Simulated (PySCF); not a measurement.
**Spin–spin coupling constants**

Geometry:
```csv
atom,x (Å),y (Å),z (Å)
C1,-2.522,-0.850,-0.387
C2,-1.507,-0.168,0.146
C3,-0.094,-0.218,-0.317
C4,1.029,-0.507,0.711
C5,1.922,0.500,-0.034
C6,0.644,1.104,-0.642
H7,-2.371,-1.521,-1.239
H8,-3.540,-0.765,0.004
H9,-1.702,0.496,1.000
H10,-0.004,-0.912,-1.169
H11,1.372,-1.548,0.816
H12,0.747,-0.133,1.709
H13,2.536,0.002,-0.802
H14,2.576,1.155,0.560
H15,0.659,1.438,-1.691
H16,0.255,1.928,-0.021
```

Method: B3LYP/pcJ-1 (without the spin–dipole term)//PBE0-D3(BJ)/def2-SVP, PySCF 2.14; isolated molecule, single conformer, non-relativistic. Couplings are averaged over pairs made equivalent by symmetry, fast rotation or ring inversion, so a value needn't be that of the named pair in this geometry, while other rotamers aren't included; one pair stands for each set, and the list holds a selection of those of at least 1.5 Hz over up to four bonds.

Isotopes: $^{13}$C, $^{1}$H.

```
    pair  bonds  J (Hz)
  C1, C2      1    76.0
  C1, H7      1       ?
  C1, H8      1   168.1
  C2, C3      1    47.8
  C2, H9      1   156.9
  C3, C4      1       ?
 C3, H10      1       ?
  C4, C5      1    30.1
 C4, H11      1   146.1
 C4, H12      1   136.9
 C5, H13      1   137.4
 C5, H14      1       ?
  C3, C5      2    -7.0
 C3, H11      2    -2.5
 C4, H14      2    -2.6
 C1, H10      3     6.5
  C2, C5      3     7.4
  C3, H7      3     7.9
 C4, H15      3       ?
  H8, H9      3    11.1
 H9, H10      3    10.8
H10, H11      3     8.3
H10, H12      3       ?
H12, H13      3       ?
 C2, H14      4       ?
  C4, H8      4    -1.7
```

Question: Estimate the withheld couplings, with signs.

Answer: 
- $^{1}J$(C1,H7) = 164.0 Hz (bond length 1.095 Å, sp2 carbon)
- $^{1}J$(C3,C4) = 29.1 Hz (bond length 1.549 Å)
- $^{1}J$(C3,H10) = 136.5 Hz (bond length 1.103 Å, sp3 carbon)
- $^{1}J$(C5,H14) = 144.8 Hz (bond length 1.100 Å, sp3 carbon)
- $^{3}J$(C4,H15) = 12.5 Hz
- $^{3}J$(H10,H12) = 10.9 Hz (dihedral angle 158°)
- $^{3}J$(H12,H13) = 12.4 Hz (dihedral angle 156°)
- $^{4}J$(C2,H14) = 2.2 Hz
